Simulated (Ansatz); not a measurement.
**Worked example: H$_{2}$O⁺, quartet against H$_{2}$O⁺, doublet**

Geometry (PBE0/def2-TZVP stationary point of a doublet), kept for both states (H2O⁺, doublet: B1; H2O⁺, quartet: B1):

```yaml
atoms:
  - { symbol: O, position_ang: [0.0000, -0.0646, 0.0000] }
  - { symbol: H, position_ang: [0.0000, 0.5128, -0.8211] }
  - { symbol: H, position_ang: [0.0000, 0.5128, 0.8211] }
```

Basis cc-pVDZ; Ansatz 0.2.0. Only valence electrons are correlated (noble-gas cores frozen). R marks a restricted (for open shells ROHF) determinant, U an unrestricted one.

Full CI is exact within this basis and frozen core; it isn't the basis-set limit. The frozen core follows each run's orbitals, which can shift R against U totals by a few meV.

```
   level  E(H2O⁺, doublet) (hartree)  E(H2O⁺, quartet) (hartree)
     UHF                  -75.633726                  -75.209417
    UMP2                  -75.786958                  -75.330499
UCCSD(T)                  -75.806096                  -75.354342
     PBE                  -75.887946                  -75.438293
  r2SCAN                  -75.938035                  -75.486339
 full CI                  -75.806547                  -75.355060
```

Task: Give the vertical gap, H2O⁺ quartet less H2O⁺ doublet, at each level in eV (1 hartree = 27.2114 eV), and each error against full CI.

Result: full CI: (-75.355060 − (-75.806547)) × 27.2114 = 12.286 eV (the reference)
r2SCAN: (-75.486339 − (-75.938035)) × 27.2114 = 12.291 eV, error 0.005 eV
PBE: (-75.438293 − (-75.887946)) × 27.2114 = 12.236 eV, error -0.050 eV
UCCSD(T): (-75.354342 − (-75.806096)) × 27.2114 = 12.293 eV, error 0.007 eV
UMP2: (-75.330499 − (-75.786958)) × 27.2114 = 12.421 eV, error 0.135 eV
UHF: (-75.209417 − (-75.633726)) × 27.2114 = 11.546 eV, error -0.740 eV

Total energies of functionals can't be set beside those of wave-function methods, since they hold the core's correlation and their own absolute errors; only the differences compare.

In so small a basis the reference is far from its limit while semilocal and hybrid functionals are nearer theirs, so the functionals' errors here hold much of the reference's basis and frozen-core error, which can add to them or hide them.

Each level lands on the state that its own search finds. T1 diagnostics of restricted CCSD: 0.013 and 0.014.
